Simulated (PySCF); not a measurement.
H2O, SMILES O. Geometry optimised at B3LYP-D3(BJ)/def2-TZVPD.

Problem. Give the equilibrium geometry at B3LYP-D3(BJ)/def2-TZVPD (PySCF confirms it by a frequency run) as bond lengths and angles, and its point group. (Estimate from the structure and the level; the computed values follow.)

Solution. point group C2v.
Atoms: O1 H2 H3. Bonded distances (Å): O1–H2 0.963, O1–H3 0.963. Bond angles (°): H2–O1–H3 105.1.
Charge 0, spin multiplicity 1.
